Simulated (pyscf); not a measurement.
6 gas-phase steps of one pattern: hydrogen abstraction on the doublet surface, H–N or H–P broken and H–Si formed. Single points on ωB97X-D3(BJ)/def2-SVP structures (PySCF, gas phase). Electronic energies in kcal/mol, from the separated reactants; ΔE‡ and ΔE at ωB97M-D3(BJ)/def2-TZVP. Rows were drawn at random from the steps of this pattern with a verified saddle, stable references and no exit in the data more than 5 kcal/mol lower.

| row | step | ΔE | ΔE‡ |
|---|---|---|---|
| 1 | H₂N–NH₂ + SiH₃• → •HN–NH₂ + SiH₄ | -9.3 | ? |
| 2 | PH₃ + •H₂Si–SiH₃ -> PH₂• + H₃Si–SiH₃ | -5.6 | 4.6 |
| 3 | F–SiH•–F + NH₃ -> F–SiH₂–F + NH₂• | +13.0 | 18.9 |
| 4 | Cl–Si•(Cl)–Cl + NH₃ → Cl–SiH(Cl)–Cl + NH₂• | +17.5 | 21.3 |
| 5 | •H₂Si–NH–SiH₃ + NH₃ → H₃Si–NH–SiH₃ + NH₂• | +18.2 | 22.5 |
| 6 | H₂N–SiH₂• + NH₃ → H₂N–SiH₃ + NH₂• | +18.7 | 23.1 |

Task: Fit ΔE‡ = a + b·ΔE to the other rows and predict row 1.

Result: Over the 5 complete rows the means are +12.4 (ΔE) and 18.1 (ΔE‡); least squares gives b = 0.75 and a = 8.8 kcal/mol, with residuals of 0.3 kcal/mol (root mean square; largest 0.6, row 4). For row 1: 8.8 + 0.75 × (-9.3) = 1.8 kcal/mol, an extrapolation. The computed barrier is 9.9 kcal/mol, 8.1 over the line. The line follows the complete rows closely but misses this one by more than their scatter. Each barrier is that of the saddle found.
